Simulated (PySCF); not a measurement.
Task: Give a GFN2-xTB geometry of `Cn1cnnc1`.

Result: 
```
atom  x, y, z in Å
C1    -1.4289    0.1515   -0.0154
N2    -0.0023    0.0026   -0.0148
C3     0.7264   -1.1447   -0.0962
N4     1.9964   -0.8841   -0.0336
N5     2.1367    0.4439    0.0929
C6     0.9496    0.9688    0.1052
H7    -1.6973    1.1129   -0.4526
H8    -1.8788   -0.6482   -0.6031
H9    -1.8230    0.1055    1.0033
H10    0.2951   -2.1188   -0.2024
H11    0.7315    2.0133    0.1908
```

Any rigid rotation of these coordinates is as good. Atoms count from 1 in this order. The 6 heavy atoms lie in one plane (0.007 Å rms). The C–N distances run from 1.298 Å (C3–N4, aromatic) to 1.434 Å (C1–N2, drawn single), a spread of 0.136 Å. N2 (pyrrole-type nitrogen) is planar (angles 128.4°, 128.3° and 103.2°, sum 360.0°, 0.01 Å off the plane of its three neighbours). The 5-membered ring N2–C3–N4–N5–C6 has internal angles of 103.2° to 110.6° (sum 540°, against 540° for a flat polygon); it is planar, 0.00 Å rms from its mean plane, widest ring torsion 0°.

Bonds between heavy atoms (Å): C1–N2 1.434, N2–C3 1.362, C3–N4 1.298, N4–N5 1.341, N5–C6 1.298, N2–C6 1.362.

Computed geometry: GFN2-xTB, gas phase.

Point group: Cs (every atom within 0.08 Å of its image). Whether it is a minimum is left open (no frequencies).
